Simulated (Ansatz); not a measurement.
# Active spaces for H2O, singlet

Calculated in Ansatz's Gaussian-basis code. Basis 6-31G, nonrelativistic, 1 orbital frozen in the corrections. State-specific CASSCF; RHF is the lowest restricted (open-shell) Hartree–Fock solution met. Small basis; these aren't basis-limit values. No symmetry is imposed, so a solution can break that of the shape. No proof that the lowest CASSCF solution was found.

Geometry:

```tsv
atom	x (Å)	y (Å)	z (Å)
O	0.0000	0.0000	-0.1197
H	0.0000	0.7542	0.4786
H	0.0000	-0.7542	0.4786
```

Problem. What do CASSCF and its corrections give against RHF in CAS(8,6), and what are the occupations?

Solution. CASSCF -1.523 eV, SC-NEVPT2 -3.407 eV; occupations 2.00, 2.00, 1.98, 1.97, 0.03, 0.02.
